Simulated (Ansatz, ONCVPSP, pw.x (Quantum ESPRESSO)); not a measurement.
## pw.x on fcc Ca: one setting changed

Potential: optimised norm-conserving Vanderbilt (ONCV), ONCVPSP 4.0.1.1 (patched build), PBE; core [Ne], reference 3s2 3p6 4s2; waves: 3s+4s: rc 1.85 bohr, ncon 3, nbas 7, qcut 5.4 1/bohr, 2 projectors; 3p: rc 1.90 bohr, ncon 4, nbas 8, qcut 7 1/bohr, 2 projectors, debl 3.1 Ha; d scattering state at 0.39 Ha: rc 1.45 bohr, ncon 3, nbas 6, qcut 6 1/bohr, 1 projector; f scattering state at 0.34 Ha: rc 1.90 bohr, ncon 5, nbas 9, qcut 5.9 1/bohr, 2 projectors, debl 1.4 Ha; local part: polynomial inside 1.35 bohr (lpopt 5, dvloc0 1 Ha); core correction: Teter function fitted to the true core (icmod 2), fcfact 0.3. In the d channel the program set the typed energies aside and used 0.050 Ha.

The reference run (k-mesh 10³, cutoffs 50/200 Ry, Fermi–Dirac 0.01 Ry, mixing_beta 0.4, conv_thr 1e-9, no spin) gives 0.10 GPa at 42.272 Å³/atom, where all-electron LAPW gives -0.01 GPa. This run, with its own iteration cap, changes mixing_mode to TF.

```
&control
  calculation='scf', prefix='x', pseudo_dir='./', outdir='./tmp', tstress=.true., disk_io='none'
/
&system
  ibrav=0, nat=1, ntyp=1, ecutwfc=50, ecutrho=200, nbnd=12,
  occupations='smearing', smearing='fd', degauss=0.01
/
&electrons
  conv_thr=1e-09, mixing_beta=0.4, electron_maxstep=60, mixing_mode='TF'
/
ATOMIC_SPECIES
Ca 1.0 Ca.UPF
CELL_PARAMETERS angstrom
  0.00000000 2.76486714 2.76486714
  2.76486714 0.00000000 2.76486714
  2.76486714 2.76486714 0.00000000
ATOMIC_POSITIONS crystal
Ca 0.0000 0.0000 0.0000
K_POINTS automatic
10 10 10 0 0 0
```

```bash
pw.x < Ca.scf.in > Ca.scf.out
```

Q: How does the run end?

A: It converges in 8 iterations; the free energy moves by +0.0 meV/atom and the pressure by +0.01 GPa. The result is that of the reference run.

```
Message from routine setup:
     using ibrav=0 with symmetry is DISCOURAGED, use correct ibrav instead
     lattice parameter (alat)  =       7.3890  a.u.
     unit-cell volume          =     285.2656 (a.u.)^3
     number of electrons       =        10.00
     number of Kohn-Sham states=           12
     kinetic-energy cutoff     =      50.0000  Ry
     charge density cutoff     =     200.0000  Ry
     scf convergence threshold =      1.0E-09
     Exchange-correlation= PBE
     number of k points=    47  Fermi-Dirac smearing, width (Ry)=  0.0100
     iteration #  1     ecut=    50.00 Ry     beta= 0.40
     total energy              =     -80.33043055 Ry
     estimated scf accuracy    <       0.00138226 Ry
     iteration #  2     ecut=    50.00 Ry     beta= 0.40
     total energy              =     -80.33063414 Ry
     estimated scf accuracy    <       0.00074345 Ry
     iteration #  3     ecut=    50.00 Ry     beta= 0.40
     total energy              =     -80.33067106 Ry
     estimated scf accuracy    <       0.00007388 Ry
     iteration #  4     ecut=    50.00 Ry     beta= 0.40
     total energy              =     -80.33067502 Ry
     estimated scf accuracy    <       0.00000264 Ry
     iteration #  5     ecut=    50.00 Ry     beta= 0.40
     total energy              =     -80.33067599 Ry
     estimated scf accuracy    <       0.00000067 Ry
     iteration #  6     ecut=    50.00 Ry     beta= 0.40
     total energy              =     -80.33067607 Ry
     estimated scf accuracy    <       0.00000002 Ry
     iteration #  7     ecut=    50.00 Ry     beta= 0.40
     total energy              =     -80.33067608 Ry
     estimated scf accuracy    <       0.00000001 Ry
     iteration #  8     ecut=    50.00 Ry     beta= 0.40
     the Fermi energy is     4.9829 ev
!    total energy              =     -80.33067608 Ry
     estimated scf accuracy    <          5.3E-10 Ry
     smearing contrib. (-TS)   =      -0.00521907 Ry
     The total energy is F=E-TS. E is the sum of the following terms:
     one-electron contribution =     -39.65401490 Ry
     hartree contribution      =      20.36913126 Ry
     xc contribution           =     -17.16496553 Ry
     ewald contribution        =     -43.87560784 Ry
     convergence has been achieved in   8 iterations
          total   stress  (Ry/bohr**3)                   (kbar)     P=        1.02
     Message from routine punch:
     Nothing written, as per user request (disk_io='none')
```

The run took about 31 s on one core of a shared host (Neoverse-N1, 64 threads, 124 GiB, load 60).
